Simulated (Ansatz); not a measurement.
## Isomers of C4H10

2 of its isomers, all singlets with charge 0: A = isobutane `CC(C)C`; B = butane `CCCC`.

Shapes, held fixed at every level: PBE0-D4/def2-TZVP. Flexible molecules stand in one conformer, not always the lowest. Programs: Ansatz 0.2.0.

Enthalpies at 298 K in kJ/mol, with harmonic thermal terms from PBE0-D4/def2-TZVP. Measured gas-phase heats of formation: A Active Thermochemical Tables; B Active Thermochemical Tables.

Task: Which isomer should be the most stable, and roughly by how much?

Result: A < B in rising energy, over a span of 10 kJ/mol, by experiment. All levels agree on that. Absolute errors: MP2/def2-TZVPP 0.2; CCSD(T)/CBS estimate 1.8; CCSD(T)/def2-SVP 1.9; r2SCAN0-D4/def2-TZVPP 2.7; PBE0-D4/def2-TZVPP 3.4; B2PLYP/def2-TZVPP 3.7; HF/def2-TZVPP 6.7; HF/def2-SVP 7.1 kJ/mol. The CBS estimate extrapolates MP2 from def2-TZVPP and def2-QZVPP and adds CCSD(T) − MP2 in the triple-zeta set, cores frozen. Gaps this small can turn on the conformers taken.

```tsv
level	kind	B − A
HF/def2-SVP	Hartree–Fock	+2.4
HF/def2-TZVPP	Hartree–Fock	+2.8
PBE0-D4/def2-TZVPP	global hybrid	+6.1
r2SCAN0-D4/def2-TZVPP	global hybrid	+6.8
B2PLYP/def2-TZVPP	double hybrid	+5.8
MP2/def2-TZVPP	perturbation theory	+9.3
CCSD(T)/def2-SVP	coupled cluster or CI	+7.6
CCSD(T)/CBS estimate	coupled cluster or CI	+7.7
measured	experiment	+9.5
```
